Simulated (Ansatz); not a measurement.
# One shape, several levels: SiH2S2 (SMILES S[Si]S)

Wanted: a comparison of 6 runs (HF/STO-3G, HF/3-21G, HF/def2-SVP, B3LYP/6-31G*, BLYP-D3(BJ)-ATM/pcseg-2, r2SCAN/pcseg-2) of SiH2S2. 

Program for the calculation: Ansatz 0.2.0.

1 further run of the same task is left out (it didn't finish).

## 1. The molecule

SiH2S2: 5 atoms, total charge 0, spin state singlet. SMILES: `S[Si]S`. Geometry: relaxed at PBE0-D4/def2-TZVP. This is one conformer, not always the lowest.

Bond lengths: S1–Si2 2.140 Å, Si2–S3 2.145 Å, S1–H4 1.344 Å, S3–H5 1.346 Å. Angles: S1–Si2–S3 98.2°, Si2–S1–H4 94.8°, Si2–S3–H5 101.2°.

## 2. Energy and forces at HF/STO-3G (run 1)

Input file in.yaml:

```yaml
crystal:
  periodic: [false, false, false]
  atoms:
    - {symbol: S, position_ang: [-0.640700, -1.023800, -0.541200]}
    - {symbol: Si, position_ang: [-0.655200, 0.968900, 0.237800]}
    - {symbol: S, position_ang: [1.426500, 1.117300, 0.734200]}
    - {symbol: H, position_ang: [-1.954700, -1.042200, -0.825100]}
    - {symbol: H, position_ang: [1.874100, -0.093900, 0.352900]}
basis:
  gaussian: {orbitals: STO-3G}
hamiltonian: {xc: hf}
output: {forces: true, orbitals: {seedname: orbitals}}
accuracy: high
```

On the command line:

```console
$ ansatz run in.yaml --threads 1 --pin off --max-ram 2610MiB --events-out events.jsonl --progress --plain --runs-dir runs
```

Standard output:

```text
Warning: RAYON_NUM_THREADS=1 ignored (pool sized by the plan → 1); use --threads N
Functional definition: HF
  name "HF"
  exchange = exact_x
  correlation = 0
535 factors; integrals over basis functions are off by at most 8.9e-9 eV
mean field evaluation 1: about -29199.3892 eV, gradient 1.7e1 eV
mean field evaluation 2: about -29199.4400 eV, gradient 1.8e1 eV
mean field evaluation 4: about -29200.9296 eV, gradient 9.4e-1 eV
mean field evaluation 8: about -29200.9386 eV, gradient 2.1e-2 eV
mean field -29200.93859615 eV, -1073.1147003015 hartree, gradient 5.7e-8 eV, S^2 0.000000; 0 other end points of the search recorded, 0 dependent functions left out
the calculation of the forces begins
reference -29200.93859615 eV, -1073.1147003015 hartree; 24, 24 occupied and 5, 5 virtual orbitals, 535 factors
Total energy: -29200.93859615 eV, -1073.1147003015 hartree
Atom 0 at    -0.640700    -1.023800    -0.541200 Å, force    -0.641490     0.827997     0.189777 eV/Å
Atom 1 at    -0.655200     0.968900     0.237800 Å, force     0.975872    -0.673413    -0.058854 eV/Å
Atom 2 at     1.426500     1.117300     0.734200 Å, force    -0.664671    -0.605874    -0.377812 eV/Å
Atom 3 at    -1.954700    -1.042200    -0.825100 Å, force     0.607722    -0.094056     0.091104 eV/Å
Atom 4 at     1.874100    -0.093900     0.352900 Å, force    -0.277433     0.545346     0.155786 eV/Å
Dipole moment:    -0.279322     0.009062    -0.055265 e Å
```

It took 0.93 s on 1 thread of Intel Xeon Platinum 8488C (Sapphire Rapids), shared host.

## 3. Energy and forces at HF/3-21G (run 2)

Input file run.yaml:

```yaml
crystal:
  periodic: [false, false, false]
  atoms:
    - {symbol: S, position_ang: [-0.640700, -1.023800, -0.541200]}
    - {symbol: Si, position_ang: [-0.655200, 0.968900, 0.237800]}
    - {symbol: S, position_ang: [1.426500, 1.117300, 0.734200]}
    - {symbol: H, position_ang: [-1.954700, -1.042200, -0.825100]}
    - {symbol: H, position_ang: [1.874100, -0.093900, 0.352900]}
basis:
  gaussian: {orbitals: 3-21G.json}
output: {forces: true, orbitals: {seedname: orbitals}}
accuracy: high
hamiltonian: {xc: hf}
```

The basis set 3-21G is read from a file made from the Basis Set Exchange's data (not shown).

On the command line:

```console
$ ansatz run run.yaml --threads 1 --pin off --max-ram 2610MiB --events-out events.jsonl --progress --plain --runs-dir runs
```

Standard output, shortened:

```text
Warning: RAYON_NUM_THREADS=1 ignored (pool sized by the plan → 1); use --threads N
[... 2 set-up lines as earlier in the session ...]
[...]
945 factors; integrals over basis functions are off by at most 5.4e-9 eV
[...]
mean field -29379.99304786 eV, -1079.6948300342 hartree, gradient 2.7e-8 eV, S^2 0.000000; 0 other end points of the search recorded, 0 dependent functions left out
[...]
reference -29379.99304786 eV, -1079.6948300342 hartree; 24, 24 occupied and 19, 19 virtual orbitals, 945 factors
Total energy: -29379.99304786 eV, -1079.6948300342 hartree
Atom 0 at    -0.640700    -1.023800    -0.541200 Å, force    -0.333242    -1.554315    -0.680241 eV/Å
Atom 1 at    -0.655200     0.968900     0.237800 Å, force    -1.356695     1.886647     0.454951 eV/Å
Atom 2 at     1.426500     1.117300     0.734200 Å, force     1.423707     0.159955     0.362368 eV/Å
Atom 3 at    -1.954700    -1.042200    -0.825100 Å, force    -0.125164    -0.429841    -0.195007 eV/Å
Atom 4 at     1.874100    -0.093900     0.352900 Å, force     0.391395    -0.062447     0.057929 eV/Å
Dipole moment:    -0.405124    -0.080924    -0.117092 e Å
```

Run time: 1.2 s. Hardware: 1 thread of Intel Xeon Platinum 8488C (Sapphire Rapids), shared host.

Runs 3 to 5 aren't shown in full; the table further down has their settings and results.

## 4. Energy and gradient at r2SCAN/pcseg-2 (run 6)

Input file job.yaml:

```yaml
crystal:
  periodic: [false, false, false]
  atoms:
    - {symbol: S, position_ang: [-0.640700, -1.023800, -0.541200]}
    - {symbol: Si, position_ang: [-0.655200, 0.968900, 0.237800]}
    - {symbol: S, position_ang: [1.426500, 1.117300, 0.734200]}
    - {symbol: H, position_ang: [-1.954700, -1.042200, -0.825100]}
    - {symbol: H, position_ang: [1.874100, -0.093900, 0.352900]}
basis:
  gaussian:
    orbitals: pcseg-2
hamiltonian:
  xc: {name: r2SCAN}
output: {forces: true, orbitals: {seedname: orbitals}}
accuracy: high
```

On the command line:

```console
$ ansatz run job.yaml --threads 1 --pin off --max-ram 2610MiB --events-out events.jsonl --progress --plain --runs-dir runs
```

Standard output, shortened:

```text
Warning: RAYON_NUM_THREADS=1 ignored (pool sized by the plan → 1); use --threads N
Functional definition: r2SCAN
  name "r2SCAN"
[...]
2221 factors; integrals over basis functions are off by at most 4.7e-9 eV
[...]
mean field -29580.86250526 eV, -1087.0766464394 hartree, gradient 5.4e-8 eV, S^2 0.000000; 0 other end points of the search recorded, 0 dependent functions left out
[...]
reference -29580.86250599 eV, -1087.0766464665 hartree; 24, 24 occupied and 106, 106 virtual orbitals, 2221 factors
Total energy: -29580.86250599 eV, -1087.0766464665 hartree
Atom 0 at    -0.640700    -1.023800    -0.541200 Å, force    -0.011926    -0.101665    -0.042481 eV/Å
Atom 1 at    -0.655200     0.968900     0.237800 Å, force    -0.051208     0.096872     0.027265 eV/Å
Atom 2 at     1.426500     1.117300     0.734200 Å, force     0.060415     0.049340     0.032037 eV/Å
Atom 3 at    -1.954700    -1.042200    -0.825100 Å, force    -0.011625    -0.013660    -0.007771 eV/Å
Atom 4 at     1.874100    -0.093900     0.352900 Å, force     0.014343    -0.030887    -0.009049 eV/Å
Dipole moment:    -0.156341    -0.166378    -0.098244 e Å
```

It took 15 s on 1 thread of Intel Xeon Platinum 8488C (Sapphire Rapids), shared host; peak memory 0.4 GiB.

## 5. All runs side by side

| run | level | Cartesian functions | task | energy (Eh) | dipole moment (D) | HOMO energy (eV) | LUMO energy (eV) | wall time |
| --- | --- | --- | --- | --- | --- | --- | --- | --- |
| 1 | HF/STO-3G | no | gradient | -1073.114700 | 1.37 | -6.14 | 5.84 | 0.93 s |
| 2 | HF/3-21G | no | gradient | -1079.694830 | 2.06 | -9.80 | 0.30 | 1.2 s |
| 3 | HF/def2-SVP | no | gradient | -1084.844097 | 1.35 | -9.40 | 1.03 | 1.9 s |
| 4 | B3LYP/6-31G* (Cartesian functions) | yes | gradient | -1087.101971 | 1.32 | -6.95 | -2.36 | 9 s |
| 5 | BLYP-D3(BJ)-ATM/pcseg-2 (sfX2C) | no | energy | -1089.685511 | – | – | – | 1.9 s |
| 6 | r2SCAN/pcseg-2 | no | gradient | -1087.076646 | 1.19 | -6.32 | -2.95 | 15 s |

## 6. Summary of results

| quantity | value |
| --- | --- |
| run 6: total energy | -1087.07665 Eh |
| run 6: dipole moment | 1.19 D |
| run 6: HOMO energy | -6.32 eV |
| run 6: LUMO energy | -2.95 eV |
| run 6: HOMO–LUMO gap | 3.38 eV |
| run 6: largest force on an atom | 0.113 eV/Å |

In words: Over runs 1, 2, 3, 4, 6 the dipole moment (its size) runs from 1.19 D (r2SCAN/pcseg-2) to 2.06 D (HF/3-21G). The two ends differ in method and basis. Over runs 1, 2, 3, 4, 6 the HOMO–LUMO gap runs from 3.38 eV (r2SCAN/pcseg-2) to 11.98 eV (HF/STO-3G). Totals of different functionals can't be ranked against each other. Some runs of one species differ in core potentials or relativity; totals across that change don't compare. In run 1 the basis is minimal, so the values are rough. All runs together took 30 s, the longest 15 s.
